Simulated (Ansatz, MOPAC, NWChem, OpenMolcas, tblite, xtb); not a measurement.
## CH7BSi (SMILES CB[SiH3]): the zero-point energy at each level's own minimum, rung by rung

CH7BSi, singlet, SMILES `CB[SiH3]`. Each level relaxes the structure for itself.

Each level gives the zero-point energy at each level's own minimum (kJ/mol). The values are calculated.

| level | kind | program | value (kJ/mol) |
| --- | --- | --- | --- |
| MNDOD | semi-empirical | MOPAC | 205.5 |
| PM7-HH | semi-empirical | MOPAC | 182.1 |
| GFN2-xTB | semi-empirical | xtb | 186.6 |
| GFN1-xTB | semi-empirical | tblite | 185.3 |
| HF/3-21G | Hartree–Fock | OpenMolcas | 201.1 |
| HF/6-31G* (spherical functions) | Hartree–Fock | NWChem | 203.2 |
| HF/6-31G* (Cartesian functions) | Hartree–Fock | OpenMolcas | 203.4 |
| B3LYP-D3(BJ)/6-31G* (spherical functions) | global hybrid | NWChem | 191.2 |
| PBE0-D4/def2-TZVP | global hybrid | Ansatz | 189.5 |

Harmonic and unscaled. The values span 182.1 to 205.5 kJ/mol.
